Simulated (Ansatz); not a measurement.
# C4H4ClF: a ladder of functionals and wavefunction methods

How much do the methods differ for C4H4ClF? The plan is to run it at one geometry with functionals of several rungs and with coupled cluster, and see how far each lands from CCSD(T) at the basis-set limit for the atomisation energy.

Computed with Ansatz 0.2.0, Gaussian basis. Level: functionals in def2-TZVPP, the program's frozen cores in correlated methods.

The runs, in order: LDA (SPW92), PBE-D4, revPBE-D4, BLYP-D4, r2SCAN-D4, B97M-V, PBE0-D4, B3LYP-D4, r2SCANh-D4, r2SCAN0-D4, HSE06-D4, BHLYP-D4, CAM-B3LYP-D4, LC-ωPBE, ωB97X-V, ωB97M-V, B2PLYP, PBE-QIDH; CCSD(T)/def2-SVP; CCSD(T)/def2-TZVPP; MP2/def2-QZVPP; extrapolation to the limit; RPA on PBE.

## 1. Structure used throughout

All runs share one geometry, relaxed beforehand with PBE0-D4 in a triple-zeta def2 set.

10 atoms, charge 0, spin multiplicity 1.

Atoms are counted from 1 here; the program's logs count them from 0.

Bond lengths: F1–C2 1.315 Å, C2–C3 1.328 Å, C2–C5 1.486 Å, C3–C4 1.515 Å, C3–H7 1.080 Å, C4–C5 1.556 Å, C4–H8 1.090 Å, C4–H9 1.093 Å, C5–Cl6 1.778 Å, C5–H10 1.090 Å. Angles: F1–C2–C3 134.5°, F1–C2–C5 128.7°, C3–C2–C5 96.8°, C2–C3–C4 91.9°, C2–C3–H7 134.9°, C4–C3–H7 133.2°, C3–C4–C5 86.6°, C3–C4–H8 115.4°, C3–C4–H9 116.4°, C5–C4–H8 112.5°, C5–C4–H9 114.4°, H8–C4–H9 109.9°, C2–C5–C4 84.6°, C2–C5–Cl6 116.7°, C2–C5–H10 116.2°, C4–C5–Cl6 116.4°, C4–C5–H10 115.1°, Cl6–C5–H10 107.0°.

## 2. LDA

This LDA is Slater exchange with PW92 correlation.

in.yaml

```yaml
crystal:
  periodic: [false, false, false]
  atoms:
    - {symbol: F, position_ang: [2.239489, 0.559888, -0.646798]}
    - {symbol: C, position_ang: [1.064587, 0.129286, -0.241707]}
    - {symbol: C, position_ang: [0.651217, -0.908943, 0.476149]}
    - {symbol: C, position_ang: [-0.795797, -0.472441, 0.367724]}
    - {symbol: C, position_ang: [-0.280980, 0.689855, -0.529846]}
    - {symbol: Cl, position_ang: [-0.600901, 2.339358, 0.051292]}
    - {symbol: H, position_ang: [1.134951, -1.758225, 0.936599]}
    - {symbol: H, position_ang: [-1.247388, -0.115582, 1.293941]}
    - {symbol: H, position_ang: [-1.475455, -1.164205, -0.135660]}
    - {symbol: H, position_ang: [-0.606724, 0.649708, -1.568794]}
basis:
  gaussian: {orbitals: def2-TZVPP}
hamiltonian: {xc: lda}
output: {orbitals: {seedname: orbitals}}
```

The run is started by

```sh
$ ansatz run in.yaml --threads 4 --pin off --events-out ev --progress --plain --max-ram 10444MiB
```

After this run come: PBE-D4 (GGA); revPBE-D4 (GGA); BLYP-D4 (GGA); r2SCAN-D4 (meta-GGA); B97M-V (meta-GGA); PBE0-D4 (hybrid); B3LYP-D4 (hybrid); r2SCANh-D4 (hybrid); r2SCAN0-D4 (hybrid); HSE06-D4 (hybrid); BHLYP-D4 (hybrid); CAM-B3LYP-D4 (range-separated); LC-ωPBE (range-separated); ωB97X-V (range-separated); ωB97M-V (range-separated); B2PLYP (double hybrid); PBE-QIDH (double hybrid); CCSD(T) in def2-SVP; CCSD(T) in def2-TZVPP; MP2 in def2-QZVPP; RPA on PBE orbitals.

**Question.** What will the summary of the whole plan be? Wanted: atomisation energy, CCSD(T)/CBS; farthest beyond LDA; mean size of error, GGA; mean size of error, meta-GGA; mean size of error, hybrid; mean size of error, range-separated; mean size of error, double hybrid; gap, smallest and largest; T1 diagnostic.

**Answer**, as computed:

| quantity | value |
| --- | --- |
| atomisation energy, CCSD(T)/CBS | 4142.9 kJ/mol |
| functionals within 20.7 kJ/mol (0.5 %) | BLYP-D4, B3LYP-D4, r2SCANh-D4, CAM-B3LYP-D4, ωB97X-V |
| farthest beyond LDA | PBE-D4 (+184.6 kJ/mol) |
| mean size of error, GGA | 83.2 kJ/mol |
| mean size of error, meta-GGA | 32.4 kJ/mol |
| mean size of error, hybrid | 62.9 kJ/mol |
| mean size of error, range-separated | 24.4 kJ/mol |
| mean size of error, double hybrid | 32.9 kJ/mol |
| gap, smallest and largest | 5.07 eV (LDA (SPW92)), 12.45 eV (LC-ωPBE) |
| T1 diagnostic | 0.0110 |
| triples share of the correlation energy | 4.2 % |

The LDA atomisation energy is off by 746.8 kJ/mol (18 %): it overbinds. PBE-D4 is off by +184.6 kJ/mol. Double hybrids carry the basis error of their MP2 part in triple zeta, and no dispersion term here, so their miss is partly the set-up's. Taken by rung, range-separated functionals do best (24.4 kJ/mol on average) and GGA ones worst beyond LDA (83.2 kJ/mol). The gap between the best rungs is small, so their order is not settled. Misses under about 20.7 kJ/mol are within the doubt on the reference itself, which lacks core-valence correlation, relativity and higher excitations. Hartree-Fock recovers 72 % of the binding; the rest is correlation. CCSD(T) in def2-SVP is off by -181.1 kJ/mol, so the small basis spoils what the method gains. The gap grows from 5.1 to 12.5 eV across the functionals, mostly with the share of exact exchange.
